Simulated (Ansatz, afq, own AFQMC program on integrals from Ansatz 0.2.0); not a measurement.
Two steps: Ansatz 0.2.0 writes the Fock matrix and Cholesky factors of the valence space, and afq projects on them the lowest state that overlaps trial and start.

```yaml
crystal:
  periodic: [false, false, false]
  atoms:
    - {symbol: Ge, position_ang: [0.000000, 0.013397, 0.343250]}
    - {symbol: O, position_ang: [0.000000, -0.107250, -1.438746]}
    - {symbol: H, position_ang: [0.000000, 0.736912, -1.899543]}
basis:
  gaussian: {orbitals: cc-pVDZ}
magnetization: {spin_polarized: true, initial_magnetization: 1}
correlation: {method: ccsd_t, electrons: outside_noble_gas, hamiltonian_folder: ham}
```

```sh
$ ansatz run in.yaml --threads 1 --pin off --events-out ev --progress --plain --max-ram 1382MiB
```

afq runs on the folder ham with

```
--method free --trial cisd --walkers 60 --time-step 0.03 --max-blocks 80 --target-error 0.0004 --factor-cut 1e-05 --seed 2882 --times 0,0.21,0.42,0.81,1.2,1.8,2.4,3 --taylor-order 8
```

Times are imaginary, in 1/Eh. The walk had a cap of 774 s. Filled inner d shells are frozen with the cores.

Output of the walk:

```
orbitals 31  electrons 6 5  factors 232 of 501
reference energy -2150.77343019 Eh
CCSD correlation -0.26727100 Eh in 12 cycles, weight of the determinant in the CISD state 0.8904
repeat  energy at the last time / Eh  error
    10  -2151.049732  0.001886
    20  -2151.050257  0.001216
    30  -2151.049621  0.001042
    40  -2151.048457  0.000888
    50  -2151.049181  0.000826
    60  -2151.049201  0.000759
    70  -2151.049496  0.000716
    80  -2151.049598  0.000694
time / (1/Eh)  energy / Eh  error  mean overlap
  0.00  -2151.040505  0.000257  1.1225
  0.21  -2151.044832  0.000320  1.1268
  0.42  -2151.046622  0.000305  1.1307
  0.81  -2151.048150  0.000384  1.1289
  1.20  -2151.049066  0.000354  1.1203
  1.80  -2151.049021  0.000502  1.1086
  2.40  -2151.049485  0.000653  1.1104
  3.00  -2151.049598  0.000694  1.1130
energy -2151.049598 +/- 0.000694 Eh
```

The run passed its tests (error under three times the target), which doesn't prove that it has relaxed.

Against this walk (error 18.9 meV) on the same determinant: CCSD(T) 50.6 meV higher, CCSDT(Q) 9.3 meV higher (within the noise). The error is statistical, and a free projection of finite length keeps a remainder of its start.

Cautions: remainder of the start not in the error; error above the target (18.9 against 10.9 meV); no relativity below Rb; no spin-orbit coupling; inner d shell frozen.

The walk took 2 min on 1 thread of Intel(R) Xeon(R) 6975P-C (Granite Rapids), with other jobs on the host. The log's last line is the free-projection energy.

CCSDT and higher add their correlation energy to the determinant of the CCSD(T) run, since their own runs factorise the integrals more tightly (a shift of under 2 meV). A walk keeps the symmetry of its determinant, which the program's search chose and which needn't be the lowest solution, so a lower state of the same spin and another symmetry isn't excluded.
